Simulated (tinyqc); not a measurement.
Inside a calculation. Method: Pariser-Parr-Pople SCF with singles CI, for the molecule Nc1ccc[nH]1 (SMILES; centres numbered as the heavy atoms are written). One step of it, computed by the program tinyqc.

Question. Iteration 3: orbitals and new P. Diagonalise F (the basis is taken as orthonormal) and form P = 2 sum c c over the lowest orbitals; 0.5 of the old P is kept.

F (eV):
```
           1N         2C         3C         4C         5C         6N
1N  -9.510802  -3.913056   0.782472  -0.094731  -0.294886   0.749499
2C  -3.913056  -7.174392  -4.762119   0.374017   0.806461  -4.526401
3C   0.782472  -4.762119  -5.156908  -4.716501   0.598007   0.541878
4C  -0.094731   0.374017  -4.716501  -4.432439  -5.044678   0.863612
5C  -0.294886   0.806461   0.598007  -5.044678  -6.551706  -4.429577
6N   0.749499  -4.526401   0.541878   0.863612  -4.429577  -9.109337
```

pi electrons, sum of z_r less the charge = 8

P after iteration 2:
```
           1N         2C         3C         4C         5C         6N
1N   1.803494   0.404039  -0.293407   0.049553   0.154253  -0.274635
2C   0.404039   1.165689   0.628143  -0.135499  -0.292166   0.552253
3C  -0.293407   0.628143   1.223114   0.615896  -0.216675  -0.187372
4C   0.049553  -0.135499   0.615896   1.097265   0.702866  -0.298542
5C   0.154253  -0.292166  -0.216675   0.702866   1.253109   0.528695
6N  -0.274635   0.552253  -0.187372  -0.298542   0.528695   1.457330
```

Give: orbital energies; P after iteration 3.

Answer.

orbital energies (eV): -15.4285  -12.0296  -10.3109  -8.5287  1.3897  2.9726

P after iteration 3:
```
         1N       2C       3C       4C       5C       6N
1N   1.8156   0.3892  -0.2884   0.0395   0.1602  -0.2658
2C   0.3892   1.1752   0.6358  -0.1225  -0.3087   0.5472
3C  -0.2884   0.6358   1.2015   0.6218  -0.1978  -0.2025
4C   0.0395  -0.1225   0.6218   1.0724   0.7071  -0.2951
5C   0.1602  -0.3087  -0.1978   0.7071   1.2577   0.5192
6N  -0.2658   0.5472  -0.2025  -0.2951   0.5192   1.4776
```
